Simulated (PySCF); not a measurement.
Species: P2H4.
Atom-mapped SMILES: `[PH2:1][PH2:2]` (hydrogens: H3, H4 on P1; H5, H6 on P2)

Method: PBE0-D3(BJ)/def2-SVP geometry optimisation, gas phase in PySCF; density fitting, grid level 1; the optimiser is geomeTRIC in internal coordinates, started from a GFN2-xTB structure with every atom displaced at random (about 0.01 Å).

Geometry at step 0:
```
atom  x, y, z in Å
P1      0.5179    0.8766   -0.3118
P2     -0.5026   -0.9091    0.3015
H3      1.3359    0.9167    0.7752
H4      1.4700    0.2333   -1.1031
H5     -1.3664   -0.9220   -0.8005
H6     -1.4307   -0.2255    1.0940
```

Q: What forces act on the atoms?

A: 
```tsv
atom	Fx (eV/Å)	Fy (eV/Å)	Fz (eV/Å)
P1	-0.892	1.596	-1.310
P2	0.211	-1.540	0.495
H3	1.028	0.033	1.334
H4	0.518	-0.416	-0.402
H5	-0.408	-0.018	-0.517
H6	-0.457	0.345	0.400
```

The largest, 2.25 eV/Å, acts on P1; the rms over all components is 0.819 eV/Å. The forces sum to zero within rounding, as they must for an isolated molecule in no field.

Q: Give the force on P1 in Eh/bohr and in nN.

A: 2.249 eV/Å ÷ 51.422 = 0.04374 Eh/bohr, and 2.249 eV/Å × 1.602 = 3.60 nN.

Q: How far is this geometry from the end of the optimisation?

A: 0.157 eV above it, and 0.050 Å rms away after alignment. The bonds farthest from their final lengths, with half the difference of the two atoms' forces along the bond (positive lengthens):

```csv
bond,now (Å),final (Å),force along bond (eV/Å)
P1–P2,2.146,2.246,+1.30
P1–H3,1.361,1.430,+1.61
P1–H4,1.395,1.430,+0.69
P2–H6,1.399,1.430,+0.65
P2–H5,1.400,1.430,+0.58
```

The angle farthest from its final value is P2–P1–H4, 95.9° against 93.6°.

Of the 5 listed bonds off by 0.010 Å or more, this force points towards the final length in 5.

The cost below is that of the whole optimisation. Hardware: Arm Neoverse V1, one thread, no GPU, on a shared host. Cost: 4.0 s wall, 0.27 GiB resident at most.
